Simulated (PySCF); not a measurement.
# A diatomic session: AlH+

The task here is to estimate one member of a computed series from the others.

The runs use PySCF 2.14.0; Al def2-TZVP, H def2-TZVP, no relativity.

Set-up of the first run:

A driver script around PySCF takes these settings:

| Quantity | Value |
| --- | --- |
| atoms | Al, H |
| charge | 1 |
| basis | Al def2-TZVP, H def2-TZVP |
| Hamiltonian | no relativity |
| basis functions | 43 |
| electrons treated | 13 |
| masses in u | 26.9815, 1.0078 |
| levels | PBE0, PBE, r²SCAN, BLYP, B2PLYP, LDA, CAM-B3LYP, HF, MP2, SCS-MP2, CCSD, CCSD(T) |
| grid | 80 radial by 434 angular points |
| occupations | held fixed by the projection of orbital angular momentum |
| dissociation limit | Al+ + H, each in its ground configuration |
| starting distance in angstrom | 1.615 |
| values of 2S to try | 1, 3 |

Run with:

```console
> OMP_NUM_THREADS=1 python dia.py task.json out
```

Among the steps run: The job; PBE0 along the bond; Excited determinants; PBE; r²SCAN (meta-GGA); BLYP (GGA); B2PLYP; LDA (local density); CAM-B3LYP (range-separated hybrid); UHF (mean field); Adding correlation.

One of the session's tables, all rows but one given; the rest of the session is left out.

Energy (eV) from each level's lowest point:

```
R (Å)    UHF  UHF-MP2  UHF-SCS-MP2  UHF-CCSD  UHF-CCSD(T)
1.396  0.302    0.303        0.304       n/a          n/a
1.461  0.118    0.119        0.120     0.150        0.151
1.526  0.025    0.025        0.025     0.043        0.044
1.574  0.000    0.000        0.000     0.007        0.007
1.623  0.005    0.006        0.006     0.000        0.000
1.672      ?        ?            ?         ?            ?
1.737  0.089    0.102        0.102     0.060        0.060
1.818  0.181    0.209        0.212     0.141        0.141
1.915  0.293    0.345        0.351     0.252        0.254
2.045  0.418    0.495        0.504       n/a          n/a
```

Q: Estimate the row for R (Å) = 1.672 from the others.

Worked estimate for «UHF». A straight line through the neighbours (1.623, 0.005) and (1.737, 0.089) gives 0.005 + (0.089 − 0.005) × (1.672 − 1.623) / (1.737 − 1.623) = 0.041; a parabola fitted to 4 rows on both sides gives 0.034.

The run gave: UHF: 0.031; UHF-MP2: 0.035; UHF-SCS-MP2: 0.035; UHF-CCSD: 0.015; UHF-CCSD(T): 0.015. In «UHF» the line misses by +0.010 and the parabola by +0.003.

To keep in mind: Lowest PBE0 solution found, without spin–orbit coupling: ²Σ⁺ (doublet), unpaired electrons σ ↑. Warnings in the runs' records: inverted.
